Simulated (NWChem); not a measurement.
ozone (O₃) in NWChem

```xyz
3

O     -1.0607     0.0000    -0.2102
O      0.0000     0.0000     0.4204
O      1.0607     0.0000    -0.2102
```
Charge 0, spin multiplicity 1.

The numbers come from NWChem runs, not from measurements. All single points use one geometry, from PBE0/def2-SVP, a minimum by its harmonic frequencies.

Symmetry labels belong to the abelian group C2v used in the runs, with the axes of the coordinates shown.

B3LYP has NWChem's definition, with VWN1-RPA local correlation. The species is likely to have several important configurations.

Question: List the lowest 4 singlet excitations that TD-B3LYP/aug-cc-pVDZ, VWN1-RPA local correlation gives, with oscillator strengths.

Answer: 
```csv
state,symmetry,energy (eV),wavelength (nm),f
1,b2,2.25,552,0.000
2,a2,2.52,491,0.000
3,b1,5.60,221,0.129
4,a1,9.47,131,0.009
```
